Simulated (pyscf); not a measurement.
Elementary routes open to `[AlH2][PH2]` + `[PH3]` in the gas phase (singlet surface):
A. `[PH2][AlH][PH2]` + `[H][H]` (Al–H, H–P broken; Al–P, H–H formed)
B. `[PH2][PH2]` + `[AlH3]` (Al–P, H–P broken; P–P, Al–H formed)

Optimised with ωB97X-D3(BJ)/def2-SVP in PySCF.

Q: Rank the routes by free-energy barrier at 600 K, lowest first, for ωB97M-D3(BJ)/def2-TZVP energies (ideal gas, 1 atm, RRHO with modes under 100 cm⁻¹ raised to 100, one conformer, R ln 2 for chiral ones without a mode under 150 cm⁻¹).

A: A (40.8 kcal/mol), B (62.0 kcal/mol)

Route A is the fastest of these, ahead of the next by 21.2 kcal/mol. The most stable products are those of A (ΔG = -3.9 kcal/mol), so kinetics and thermodynamics agree. At 1200 K A is still the fastest. A: On the reactant side the descent ends in a complex (not fully relaxed), 5.3 kcal/mol under the separated species and 22.1 kcal/mol under the saddle at ωB97X-D3(BJ)/def2-TZVP. B: On the reactant side the descent ends in an adduct with a Al–P contact, 19.4 kcal/mol under the separated species and 54.0 kcal/mol under the saddle at ωB97X-D3(BJ)/def2-TZVP. On the product side the descent ends in an adduct with a Al–P contact, 22.2 kcal/mol under the separated species and 44.4 kcal/mol under the saddle at ωB97X-D3(BJ)/def2-TZVP. Only these routes are compared; each barrier is that of the saddle found, and lower ones may exist.
